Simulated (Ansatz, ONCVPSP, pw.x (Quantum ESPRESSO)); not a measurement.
pw.x on diamond Si: one setting changed

Potential: optimised norm-conserving Vanderbilt (ONCV), ONCVPSP 4.0.1.1 (patched build), PBE; core [Ne], reference 3s1.75 3p2.25; waves: 3s: rc 1.85 bohr, ncon 4, nbas 7, qcut 3.6 1/bohr, 2 projectors, debl 0.4 Ha; 3p: rc 1.85 bohr, ncon 3, nbas 7, qcut 4.5 1/bohr, 2 projectors, debl 1 Ha; local part: polynomial inside 1.20 bohr (lpopt 4, dvloc0 0 Ha); core correction: polynomial model core, fcfact 0.75. In the s channel the program set the typed energies aside and used -0.405, 0.250 Ha.

The reference run (k-mesh 8³, cutoffs 70/280 Ry, Fermi–Dirac 0.01 Ry, mixing_beta 0.4, conv_thr 1e-9, no spin) gives 0.53 GPa at 20.463 Å³/atom, where all-electron LAPW gives -0.05 GPa. This run, with its own iteration cap, changes input_dft to sla+noc, a wrong or extreme entry chosen on purpose.

```
&control
  calculation='scf', prefix='x', pseudo_dir='./', outdir='./tmp', tstress=.true., disk_io='none'
/
&system
  ibrav=0, nat=2, ntyp=1, ecutwfc=70, ecutrho=280, nbnd=11,
  occupations='smearing', smearing='fd', degauss=0.01, input_dft='sla+noc'
/
&electrons
  conv_thr=1e-09, mixing_beta=0.4, electron_maxstep=70
/
ATOMIC_SPECIES
Si 1.0 Si.UPF
CELL_PARAMETERS angstrom
  0.00000000 2.73520428 2.73520428
  2.73520428 0.00000000 2.73520428
  2.73520428 2.73520428 0.00000000
ATOMIC_POSITIONS crystal
Si 0.0000 0.0000 0.0000
Si 0.2500 0.2500 0.2500
K_POINTS automatic
8 8 8 0 0 0
```

```bash
pw.x < Si.scf.in > Si.scf.out
```

How does the run end?

It converges in 7 iterations; the free energy moves by +11.34 eV/atom and the pressure by +1.60 GPa. The functional is no longer that of the file, so the result is not meaningful.

```
Exchange-correlation= SLA+NOC
     Message from routine setup:
     using ibrav=0 with symmetry is DISCOURAGED, use correct ibrav instead
     lattice parameter (alat)  =       7.3098  a.u.
     unit-cell volume          =     276.1823 (a.u.)^3
     number of electrons       =         8.00
     number of Kohn-Sham states=           11
     kinetic-energy cutoff     =      70.0000  Ry
     charge density cutoff     =     280.0000  Ry
     scf convergence threshold =      1.0E-09
     Exchange-correlation= SLA+NOC
     number of k points=    29  Fermi-Dirac smearing, width (Ry)=  0.0100
     iteration #  1     ecut=    70.00 Ry     beta= 0.40
     total energy              =     -21.17244425 Ry
     estimated scf accuracy    <       0.05900025 Ry
     iteration #  2     ecut=    70.00 Ry     beta= 0.40
     total energy              =     -21.16818639 Ry
     estimated scf accuracy    <       0.01425631 Ry
     iteration #  3     ecut=    70.00 Ry     beta= 0.40
     total energy              =     -21.16925876 Ry
     estimated scf accuracy    <       0.00023595 Ry
     iteration #  4     ecut=    70.00 Ry     beta= 0.40
     c_bands:  1 eigenvalues not converged
     total energy              =     -21.16928503 Ry
     estimated scf accuracy    <       0.00000612 Ry
     iteration #  5     ecut=    70.00 Ry     beta= 0.40
     total energy              =     -21.16928619 Ry
     estimated scf accuracy    <       0.00000081 Ry
     iteration #  6     ecut=    70.00 Ry     beta= 0.40
     total energy              =     -21.16928627 Ry
     estimated scf accuracy    <       0.00000016 Ry
     iteration #  7     ecut=    70.00 Ry     beta= 0.40
     the Fermi energy is     7.5346 ev
!    total energy              =     -21.16928628 Ry
     estimated scf accuracy    <          3.0E-10 Ry
     smearing contrib. (-TS)   =      -0.00043735 Ry
     The total energy is F=E-TS. E is the sum of the following terms:
     one-electron contribution =       4.91783375 Ry
     hartree contribution      =       1.07444075 Ry
     xc contribution           =     -10.48626936 Ry
     ewald contribution        =     -16.67485408 Ry
     convergence has been achieved in   7 iterations
          total   stress  (Ry/bohr**3)                   (kbar)     P=       21.35
     Message from routine punch:
     Nothing written, as per user request (disk_io='none')
```

The run took about 17 s on one core of a shared host (Neoverse-N1, 64 threads, 124 GiB, load 55).
